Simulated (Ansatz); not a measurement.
TiZn3 (Pm-3m)

All numbers below come from DFT r2SCAN, scalar-relativistic, plane waves, PAW in Ansatz.

Settings: cutoff 500 eV, Γ-centred mesh 10×10×10 on the computed 4-atom cell, Gaussian smearing of 0.10 eV; no spin polarisation.

The structure is relaxed at this level of theory with its symmetry kept. Whether it is the stable form of this composition wasn't checked.

Space group Pm-3m (No. 221). a = 3.879 Å, b = 3.879 Å, c = 3.879 Å, α = 90.00°, β = 90.00°, γ = 90.00°
| atom | site | symmetry | x | y | z |
| --- | --- | --- | --- | --- | --- |
| Ti | 1a | m-3m | 0.0000 | 0.0000 | 0.0000 |
| Zn | 3c | 4/mm.m | 0.0000 | 0.5000 | 0.5000 |

| Property | Result |
| --- | --- |
| Space group | Pm-3m (No. 221) |
| Volume per atom | 14.59 Å³ |
| Formation energy from the elements' standard states (uncorrected) | -0.221 eV/atom |
| Generalised Kohn–Sham band gap | none (metal) |
| Density of states at the Fermi level | 3.05 states/eV per cell |
| Löwdin character within 0.5 eV of the Fermi level | Ti 3d 75 %, unprojected 21 % |
| Bulk modulus | 113 GPa |
| Its pressure derivative | 4.6 |
| Bader charges (e) | Ti (1 in the cell) 1.25, Zn (3 in the cell) -0.42 |

Spin polarisation was left out, and a magnetic state may lie lower.

Cost: 6 runs of about 3.1 core-minutes in all, on Intel Xeon Platinum 8259CL (Skylake/Cascade Lake) (shared hosts).